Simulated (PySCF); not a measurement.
CH3O, SMILES C=[OH+], charge +1. Atoms are numbered in the order given.

```xyz
5

C     -0.0341    -0.6279     0.0000
O      0.1320     0.6149     0.0000
H      0.8862    -1.2280     0.0000
H     -1.0372    -1.0817     0.0000
H     -0.7009     1.1580     0.0000
```
Charge +1, spin multiplicity 1.

Geometry: PBE-D3(BJ)/def2-TZVP. The isomer is the one that the SMILES or the coordinates give; other isomers of the formula were not compared.

Method: PBE0/pcJ-1 run with PySCF.

Isotropic couplings with Fermi-contact, spin-dipole and both spin-orbit terms, one fixed conformer, no vibrational averaging. Isotopes: 13C, 1H.

**Question.** Estimate the spin–spin coupling constants. (Estimate from the structure and the level; the computed values follow.)

**Answer.** 
| pair | bonds apart | J (Hz) |
|---|---|---|
| C1–H3 | 1 | 215.1 |
| C1–H4 | 1 | 199.3 |
| C1–H5 | 2 | -10.4 |
| H3–H4 | 2 | 21.0 |
| H3–H5 | 3 | 24.9 |
| H4–H5 | 3 | 12.6 |
